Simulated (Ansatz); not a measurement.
This script drives Ansatz 0.2.0 through its Python package.

`c2h6n.py`:
```python
"""One geometry of C2H6N, method by method."""

from pathlib import Path

import ansatz as az
import numpy as np

GEOMETRY = """
C    -0.52590    0.60530   -0.55700
C     0.39840   -0.34190    0.04790
N     0.00880   -0.61260    1.41740
H    -1.52320    0.26850   -0.56250
H    -0.29810    0.84770   -1.62650
H    -0.57400    1.61710   -0.02610
H     1.44180    0.07690   -0.01360
H     0.43790   -1.24160   -0.55430
H     0.72290   -1.26570    1.85760
"""


def main() -> None:
    molecule = az.Crystal.molecule()
    for line in GEOMETRY.strip().splitlines():
        symbol, *xyz = line.split()
        molecule = molecule.atom(symbol, [float(v) for v in xyz])

    calc = (
        molecule.calculation()
        .basis(gaussian="cc-pVDZ")
        .spin("collinear", total=1)
    )

    print("functional    E (Ha)        dipole (D)   HOMO (eV)  LUMO (eV)")
    for name in ["hse06", "pbe", "lda", "blyp", "lc_wpbe", "b3lyp"]:
        report = calc.functional(name).forces().orbitals().run(runs_dir="runs").report
        lines = Path(report["orbitals_path"]).read_text().splitlines()
        field_of = lambda key: [line.split("=")[1].strip() for line in lines if line.startswith(key)]
        orbitals = [(27.211386 * float(e), s, float(n)) for e, s, n in zip(field_of("Ene="), field_of("Spin="), field_of("Occup="))]
        homo = max(e for e, _, n in orbitals if n > 0.5)
        lumo = min(e for e, _, n in orbitals if n < 0.5)
        dipole = 4.803205 * np.linalg.norm(report["charge_distribution"]["dipole_moment_e_ang"])
        print(f"{name:10s} {report['free_energy_ev'] / 27.211386246:14.6f} {dipole:9.3f} {homo:11.3f} {lumo:10.3f}")


if __name__ == "__main__":
    main()
```

It is started by `python c2h6n.py`. Estimate its wall time and peak memory on 1 thread of Arm Neoverse V1 (shared host).

It took about 18 s, with a peak of 0.22 GiB, for 6 runs of the engine.

```console
$ python c2h6n.py
functional    E (Ha)        dipole (D)   HOMO (eV)  LUMO (eV)
hse06         -134.333218     1.682      -7.004     -2.147
pbe           -134.316216     1.642      -5.770     -3.312
lda           -133.264877     1.740      -5.639     -3.815
blyp          -134.424810     1.611      -5.604     -3.266
lc_wpbe       -134.420635     1.735     -10.316      0.975
b3lyp         -134.504294     1.653      -7.133     -2.216
```

Reading the output:
- Total energies depend on the basis set; only differences at equal settings carry meaning.
- The geometry is a force-field or estimated start, not a minimum of this method, and the basis set is short of its limit. A lower total doesn't mark the better method: functionals have no common bound, and MP2 and coupled cluster aren't variational.
- The species is open-shell (spin multiplicity 2).
- b3lyp holds the VWN-RPA fit, as in Gaussian; the form of ORCA and Turbomole is b3lyp5.
- Levels such as HOMO and LUMO are orbital energies: with these approximate functionals they aren't the ionisation energy and electron affinity, and their gap isn't the fundamental gap.
- hse06 follows the composition of plane-wave codes, whose totals differ by tens of mHa, up to about 0.1 Ha, from the form usual in Gaussian-basis programs (wpbeh).
